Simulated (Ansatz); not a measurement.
Stepwise reaction of `[Cl][Mg][Cl]` with hydrogen fluoride, as a gas-phase model of exchange steps in deposition or etching. ΔE in kJ/mol; ΔG adds harmonic PBE0-D4 terms to CCSD(T)/CBS, at 1 bar.

Computed with Ansatz on PBE0-D4/def2-TZVP structures; ΔE is electronic, products minus reactants. CBS: MP2 limit from def2 TZ/QZ plus the TZ coupled-cluster correction, frozen cores. This one scheme is used for every species. DFT in def2-TZVPP. B3LYP here is the variant with VWN-RPA as its local correlation; programs differ in this. For Mg outer-core shells are correlated without core-valence functions, which leaves a few kJ/mol of doubt a bond.

| step | reaction | PBE-D4 | B3LYP-D4 | ωB97M-V | CCSD(T)/CBS | ΔG(600 K) |
| --- | --- | --- | --- | --- | --- | --- |
| 1 | `[Cl][Mg][Cl]` + H–F → `[F][Mg][Cl]` + HCl | 18.1 | 17.7 | 21.2 | 23.1 | 13.6 |
| 2 | `[F][Mg][Cl]` + H–F → `[F][Mg][F]` + HCl | 19.2 | 18.9 | 22.3 | 23.3 | 20.6 |

(1) By hand: ΔE of the 2 steps together at CCSD(T)/CBS.

## Answers

(1) (23.1) + (23.3) = 46.4 kJ/mol, or 23.2 kJ/mol a step.

In ΔE the steps differ by no more than 0.2 kJ/mol. All are uphill at CCSD(T)/CBS. ΔG lies between 13.6 and 20.6 kJ/mol a step. PBE-D4 differs from CCSD(T)/CBS by -5.0 to -4.1 kJ/mol a step. Isolated molecules leave out the surface, adducts and barriers. Largest T1 diagnostic: 0.012.
